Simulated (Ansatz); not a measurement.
`CCC1=CS1`, relaxed with RKS PBE0-D4/def2-TZVP in Ansatz from a PBE-D4/def2-SVP geometry. The force threshold is 0.005 eV/Å; the program also tests the step.

Total charge 0; spin multiplicity 1.

Start:

```xyz
11

C    -1.057    0.501   -0.891
C    -0.687   -0.287    0.370
C     0.762   -0.345    0.617
C     2.001   -0.080    0.342
S     1.902   -1.095    1.902
H    -2.155    0.517   -1.035
H    -0.599    0.048   -1.793
H    -0.705    1.550   -0.823
H    -1.171    0.147    1.274
H    -1.067   -1.333    0.318
H     2.776    0.376   -0.279
```

```json
{"step": "1", "energy (eV)": "-15071.8784", "largest force (eV/Å)": "1.297", "largest move (Å)": "0.000"}
{"step": "2", "energy (eV)": "-15071.9364", "largest force (eV/Å)": "0.372", "largest move (Å)": "0.033"}
{"step": "3", "energy (eV)": "-15071.9437", "largest force (eV/Å)": "0.076", "largest move (Å)": "0.016"}
{"step": "4", "energy (eV)": "-15071.9439", "largest force (eV/Å)": "0.019", "largest move (Å)": "0.003"}
{"step": "5", "energy (eV)": "-15071.9440", "largest force (eV/Å)": "0.010", "largest move (Å)": "0.001"}
{"step": "6", "energy (eV)": "-15071.9440", "largest force (eV/Å)": "0.005", "largest move (Å)": "0.003"}
```

End:

```xyz
11

C    -1.042    0.497   -0.883
C    -0.684   -0.288    0.371
C     0.757   -0.342    0.612
C     1.974   -0.079    0.337
S     1.881   -1.077    1.872
H    -2.124    0.513   -1.025
H    -0.590    0.047   -1.768
H    -0.694    1.529   -0.811
H    -1.158    0.147    1.258
H    -1.056   -1.317    0.313
H     2.734    0.370   -0.276
```

Run time 17 s (4 threads of an Arm Neoverse V2 on a shared host); peak host memory 0.48 GiB.
